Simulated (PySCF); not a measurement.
**From computed data to an observable: entropy of an ideal gas**

tetrafluoroethylene (C2F4), SMILES FC(F)=C(F)F.

Coordinates come from a PBE-D3(BJ)/def2-SVP optimisation.

PBE-D3(BJ)/def2-SVP (PySCF) gives the harmonic wavenumbers 189, 200, 389, 403, 478, 532, 545, 784, 1180, 1330, 1337, 1859 cm⁻¹ and the rotational temperatures 0.2593, 0.1527, 0.0961 K. The molar mass is 100.02 g/mol, the symmetry number 4, the spin multiplicity 1.

Task: Work out the entropy at 298.15 K and 1 atm in the rigid-rotor, harmonic-oscillator model.

Result: 
Translation (Sackur–Tetrode at 1 atm): S = R[1.5 ln M + 2.5 ln T − 1.16487] = 166.2 J/(mol K).
Rotation: q = (√π/σ) T^1.5/√(θA θB θC) = 37000, S = R[ln q + 3/2] = 99.9 J/(mol K).
Vibration: with u = 1.4388 ν/T, each mode gives R[u/(e^u − 1) − ln(1 − e^−u)]:
```
ν (cm⁻¹)  modes     u  S (J/(mol K))
--------  -----  ----  -------------
189           1  0.91           9.36
200           1  0.97           8.92
389           1  1.88           4.20
403           1  1.94           3.98
478           1  2.31           2.99
532           1  2.57           2.44
545           1  2.63           2.32
784           1  3.78           0.92
1180          1  5.69           0.19
1330          1  6.42           0.10
1337          1  6.45           0.10
1859          1  8.97           0.01
```
These are all the modes. Sum 35.5 J/(mol K).
Spin: R ln 1 = 0.0 J/(mol K).
Total 301.6 J/(mol K); the program's own thermochemistry gives 301.6. Translation makes up 55 % and vibration 12 %. Anharmonicity, hindered rotation and orbital degeneracy are left out.
